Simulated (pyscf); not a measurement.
Optimised with ωB97X-D3(BJ)/def2-SVP in PySCF.

**Question.** PBE/def2-TZVP puts the barrier of `[NH2][SiH][Cl]` [doublet] + `[H][H]` -> `[SiH2][Cl]` [doublet] + `[NH3]` (four-centre exchange; doublet surface; N–Si, H–H broken, H–Si, H–N formed) at 33.7 kcal/mol and the reaction energy at +9.0 kcal/mol, from the separated reactants. What do r²SCAN/def2-TZVP, M06-2X/def2-TZVP, ωB97M-D3(BJ)/def2-TZVP give on the same structures?

**Answer.** r²SCAN: ΔE‡ = 37.4 kcal/mol, ΔE = +10.5 kcal/mol; M06-2X: ΔE‡ = 42.4 kcal/mol, ΔE = +11.5 kcal/mol; ωB97M-D3(BJ): ΔE‡ = 38.9 kcal/mol, ΔE = +9.3 kcal/mol. PBE's barrier lies under all of them, by 3.7 to 8.7 kcal/mol. Its reaction energy lies under all of them, by 0.3 to 2.5 kcal/mol. Low barriers are usual for a GGA, whose delocalisation error favours stretched bonds. At the saddle there is also a short H–Si contact that neither side keeps. The same reactants have a lower exit, to H₂N–SiH₂–Cl + H• (barrier +15.1 kcal/mol at ωB97M-D3(BJ)/def2-TZVP, against +38.9 kcal/mol here). This is the saddle that the search found; another between the same sides may lie lower.
